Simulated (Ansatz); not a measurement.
**AlCO (quartet): from Hartree-Fock to the top rungs, cc-pVTZ**

The task here is to estimate one member of a computed series from the others.

Program: Ansatz 0.2.0, Gaussian basis. Level of theory: cc-pVTZ, core rule «outside noble gas», up to 7 orbitals frozen. These are calculated values, not measurements.

To be run: UHF; CCSD(T) on ROHF; CCSD(T) on UHF; BCCD(T) on ROHF; CCSDT(Q) on ROHF; CCSDT(Q) on UHF; CASSCF and NEVPT2, 13 electrons in 12 orbitals.

5 further runs of the same task are left out: 2 for a known fault of the program, 3 set aside as unsound or not needed.

## The system

The geometry is a PBE0/def2-TZVP stationary point (not a proven minimum).

3 atoms, charge 0, spin multiplicity 4.

Atoms are counted from 1 here; the program's logs count them from 0.

Bond lengths: Al1–C2 1.847 Å, C2–O3 1.158 Å. Angles: Al1–C2–O3 180.0°.

Set-up of the first run:

File in.yaml:

```yaml
crystal:
  periodic: [false, false, false]
  atoms:
    - {symbol: Al, position_ang: [0.000000, 0.000000, 1.617200]}
    - {symbol: C, position_ang: [0.000000, 0.000000, -0.229400]}
    - {symbol: O, position_ang: [0.000000, 0.000000, -1.387800]}
basis:
  gaussian: {orbitals: cc-pVTZ}
magnetization: {spin_polarized: true, initial_magnetization: 3}
hamiltonian: {xc: hf}
output: {orbitals: {seedname: orbitals}}
```

On the command line:

```console
ansatz run in.yaml --threads 1 --pin off --events-out ev --progress --plain --max-ram 2560MiB --backend cpu
```

Among the steps run: UHF; CCSD(T) on ROHF; CCSD(T) on UHF; BCCD(T) on ROHF; CCSDT(Q) on ROHF; CCSDT(Q) on UHF; CASSCF and NEVPT2, 13 electrons in 12 orbitals.

One of the session's tables, all rows but one given; the rest of the session is left out.

```
        method  from UCCSDT(Q) (meV)
          ROHF                     ?
           UHF              +11687.3
          RMP2                +785.2
          UMP2                +830.6
         RCCSD                +665.2
         UCCSD                +659.0
      RCCSD(T)                 +68.1
      UCCSD(T)                 +70.7
       BCCD(T)                 +64.5
        RCCSDT                 +49.9
        UCCSDT                 +48.2
     RCCSDT(Q)                  +8.0
     UCCSDT(Q)                     0
CASSCF valence               +7673.7
NEVPT2 valence               +1526.5
```

Q: Estimate the row for ROHF from the others.

The run gave: from UCCSDT(Q) (meV): +11770.5. In the column «from UCCSDT(Q) (meV)» it is the highest.

With the free atoms at the same levels and basis (separate runs), the atomisation energy is 9.773 eV at UCCSDT(Q), 9.745 eV at RCCSD(T), 9.737 eV at UCCSD(T), 6.703 eV at ROHF.

To keep in mind: Restricted and unrestricted rows rest on different reference determinants; where their highest levels disagree by more than a few hundredths of an eV, they describe different states and don't form one ladder.
